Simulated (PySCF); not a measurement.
Species: glycolamide, C₂H₅NO₂.
SMILES: `NC(=O)CO`

Level of theory: EOM-IP-CCSD/aug-cc-pVDZ in PySCF, restricted Hartree–Fock reference, 5 core orbitals frozen, non-relativistic, gas phase, PBE0-D3(BJ)/def2-SVP geometry.

Hartree–Fock orbital energies give these Koopmans values (eV): HOMO 11.77, HOMO-1 12.24, HOMO-2 12.37, HOMO-3 14.46, HOMO-4 15.44, HOMO-5 16.57, HOMO-6 17.93, HOMO-7 18.03.

Question: What vertical ionisation energies does EOM-IP-CCSD give?

Answer: 
```
leading hole (HF orbital)  Koopmans (eV)  EOM-IP-CCSD (eV)  change (eV)  one-hole share
                     HOMO          11.77             10.41        -1.36            0.95
                   HOMO-1          12.24             10.48        -1.76            0.95
                   HOMO-2          12.37             10.95        -1.42            0.95
                   HOMO-3          14.46             12.71        -1.75            0.95
                   HOMO-4          15.44             13.98        -1.46            0.93
                   HOMO-5          16.57             14.86        -1.71            0.95
                   HOMO-6          17.93             16.31        -1.62            0.95
                   HOMO-7          18.03             16.55        -1.48            0.94
```

Question: Does the order of the lines follow the orbital energies?

Answer: Yes, no two lines change places. The corrections run from -1.76 to -1.36 eV, with a mean of -1.57 eV over the 8 lines; no line lies above its Koopmans value. Koopmans values leave out both the relaxation of the orbitals and the change in correlation energy.

Question: At what kinetic energies would He I light (21.22 eV) eject these electrons?

Answer: 10.81 eV (HOMO), 10.74 eV (HOMO-1), 10.27 eV (HOMO-2), 8.51 eV (HOMO-3), 7.24 eV (HOMO-4), 6.36 eV (HOMO-5), 4.91 eV (HOMO-6), 4.67 eV (HOMO-7).

Question: What total energy has the lowest final state, and which wavelength reaches it?

Answer: E(CCSD) + ionisation energy = -283.75949 + 0.38251 = -283.37698 Eh, at the geometry of the initial state. The threshold wavelength is 1239.84 eV nm/10.41 eV = 119.1 nm.

Lines less than 0.15 eV apart could change places at a higher level. One root was sought for each valence orbital with −ε under 21 eV, eight at most, so deeper holes and satellites are missing; no vibrational structure.

The values belong to the conformer `[NH2:1][C:2](=[O:3])[CH2:4][OH:5]`: N1–C2–C4–O5 -179°, H–N1–C2–O3 180°, H–N1–C2–O3 0°, H–O5–C4–C2 -1°.
